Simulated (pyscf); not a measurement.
O=Nb(=O)–Cl + HCl → O=Nb(=O)–Cl + HCl (four-centre exchange; singlet surface; Cl–Nb, Cl–H broken, Cl–Nb, Cl–H formed). PySCF, gas phase, ωB97X-D3(BJ)/def2-SVP geometries. Energies in kcal/mol from the separated reactants.

| level | barrier | reaction energy |
|---|---|---|
| ωB97X-D3(BJ)/def2-TZVP | -19.9 | 0.0 |
| B3LYP-D3(BJ)/def2-TZVP | -17.5 | 0.0 |
| PBE0-D3(BJ)/def2-TZVP | ___ | 0.0 |
| M06-2X/def2-TZVP | -17.2 | 0.0 |
| ωB97M-D3(BJ)/def2-TZVP | -15.2 | 0.0 |
| HF/def2-TZVP | ___ | 0.0 |

### Question
What belongs in the gaps?

### Answer

- PBE0-D3(BJ)/def2-TZVP, barrier: -18.9
- HF/def2-TZVP, barrier: -2.0

On the reactant side the descent ends in an adduct with a Cl–Nb contact, 23.9 kcal/mol under the separated species and 4.1 kcal/mol under the saddle at ωB97X-D3(BJ)/def2-TZVP. On the product side the descent ends in an adduct with a Cl–Nb contact, 23.9 kcal/mol under the separated species and 4.1 kcal/mol under the saddle at ωB97X-D3(BJ)/def2-TZVP. At ωB97X-D3(BJ)/def2-TZVP, B3LYP-D3(BJ), PBE0-D3(BJ), M06-2X, ωB97M-D3(BJ)/def2-TZVP, HF the saddle lies under the separated reactants, which points to a path from their complex (located at ωB97X-D3(BJ) alone). At ωB97X-D3(BJ)/def2-TZVP, B3LYP-D3(BJ), PBE0-D3(BJ), M06-2X, ωB97M-D3(BJ)/def2-TZVP, HF the saddle lies under the separated products, which points to a path from their complex (located at ωB97X-D3(BJ) alone). What is counted as formed (Cl–Nb) is already present as a longer contact in the reactant adduct; forming that adduct is a step of its own. What is counted as broken (Cl–Nb) persists as a longer contact in the product adduct; parting that adduct is a step of its own. This is the saddle that the search found; another between the same sides may lie lower. Elements past Kr carry the def2 core potentials, without spin-orbit coupling.
